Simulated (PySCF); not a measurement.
Isomers of C3H3FO2, one GFN2-xTB conformer each. Single-point energies are computed at PBE0/pcSseg-1 (PySCF, gas phase, no added dispersion term), electronic only.

Problem. Rank them by PBE0/pcSseg-1 energy, lowest first (kJ/mol).
A. `O=C1C[C@@H](F)O1`
B. `[O:1]=[C:2]([OH:3])/[CH:4]=[CH:5]/[F:6]` with O1–C2–O3–H 0°, O1–C2–C4–C5 0°

Solution. B (0.0), A (5.5).

As drawn, the lower has an O–H bond and a C=C bond outside aromatic rings, which the higher lacks; the higher has a four-membered ring, which the lower lacks. Neighbours under 10 kJ/mol apart (O=C(O)/C=C/F and O=C1C[C@@H](F)O1) can change places with a better method, another conformer or zero-point energy. GFN2-xTB itself gives, in the same order: 20.2, 0.0. GFN2-xTB puts O=C1C[C@@H](F)O1 lowest instead.

Problem. Which frontier levels, dipoles and rotational constants go with these structures?

Solution. 
```tsv
SMILES	HOMO (eV, PBE0/pcSseg-1)	LUMO (eV)	dipole (D)	A, B, C (MHz)
O=C(O)/C=C/F	-8.29	-1.42	1.04	10826, 1895, 1613
O=C1C[C@@H](F)O1	-8.63	-0.23	3.52	10233, 2743, 2411
```
